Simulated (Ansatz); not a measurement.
**SiPO (quartet): from Hartree-Fock to the top rungs, def2-QZVPP**

One table from this session's results is given with a row withheld; the runs are named, their logs left out.

The runs use Ansatz 0.2.0, Gaussian basis; def2-QZVPP, core rule «outside noble gas», up to 11 orbitals frozen.

Plan: UHF; ROHF; CCSD(T) on UHF.

2 further runs of the same task are left out: 2 set aside as unsound or not needed.

### The geometry

The geometry is a PBE0/def2-TZVP stationary point (not a proven minimum) of the parent state, kept for this charge and spin.

3 atoms, charge 0, spin multiplicity 4.

Atoms are counted from 1 here; the program's logs count them from 0.

Bond lengths: O1–Si2 1.512 Å, Si2–P3 2.058 Å. Angles: O1–Si2–P3 180.0°.

The first run:

Contents of in.yaml:

```yaml
crystal:
  periodic: [false, false, false]
  atoms:
    - {symbol: O, position_ang: [0.000000, 0.000000, 1.693600]}
    - {symbol: Si, position_ang: [0.000000, 0.000000, 0.182000]}
    - {symbol: P, position_ang: [0.000000, 0.000000, -1.875600]}
basis:
  gaussian: {orbitals: "def2-QZVPP.json"}
magnetization: {spin_polarized: true, initial_magnetization: 3}
hamiltonian: {xc: hf}
output: {orbitals: {seedname: orbitals}}
```

Run with:

```
$ ansatz run in.yaml --threads 1 --pin off --events-out ev --progress --plain --max-ram 2393MiB
```

Steps of the session up to this table: UHF; ROHF; CCSD(T) on UHF.

One table of the session follows, with a row left open; its other results are not shown here.

It belongs to the step «Misses and costs». 

```
  method  from UCCSD(T) (meV)
    ROHF                    ?
     UHF             +14137.0
    UMP2              +1125.3
   UCCSD               +813.6
UCCSD(T)                    0
```

Estimate the missing values for ROHF.

The run gave: from UCCSD(T) (meV): +14336.4. In the column «from UCCSD(T) (meV)» it is the highest.
